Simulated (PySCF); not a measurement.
Molecule: `FC1(F)CSC1`, C$_{3}$H$_{4}$F$_{2}$S.

Cartesian coordinates in Å; atom numbers follow the order of the lines, from 1:
```xyz
10

F    -0.2029    0.2089    1.8058
C    -0.0094    0.4414    0.4826
F     0.1591    1.7845    0.3841
C    -1.1310   -0.0968   -0.3986
S     0.0286   -1.1844   -1.3091
C     1.1433   -0.3604   -0.1109
H    -1.8878   -0.6507    0.1519
H    -1.5881    0.6605   -1.0311
H     1.5969   -1.0537    0.5937
H     1.9003    0.2555   -0.5909
```

Frames of a GFN2-xTB Langevin trajectory at 400 K; GIAO PBE0/pcSseg-1 shieldings in PySCF 2.14.0 with density-fitted response routines, gas phase, non-relativistic; equivalent atoms averaged within each frame.

δ = σ(ref) − σ, references computed at the same level: CFCl3 for $^{19}$F (σ = 170.95 ppm); $^{13}$C (σ = 186.93 ppm) and $^{1}$H (σ = 31.72 ppm) against TMS; $^{33}$S (σ = 503.73 ppm) against CS2. The references are static minima.

Q: How do the shifts (ppm) fluctuate along the trajectory?

A: 
```
         time (fs)  F1/F3     C2  C4/C6    S5  H7/H8/H9/H10
               250  -81.1  132.0   47.1  -118          3.80
               425  -81.1  129.5   50.6  -112          4.97
               625  -64.3  132.4   43.6   -85          4.11
               800  -91.6  127.2   53.7   -93          4.56
              1000  -81.4  129.1   51.7  -120          4.34
    mean of frames  -79.9  130.0   49.3  -106          4.36
standard deviation    9.8    2.2    4.0    16          0.44
```

5 frames give an uncertainty of the mean of about the standard deviation over 2.2 at best, since frames this close in time may not be independent; classical motion lacks zero-point vibration, and the reference would need the same averaging.
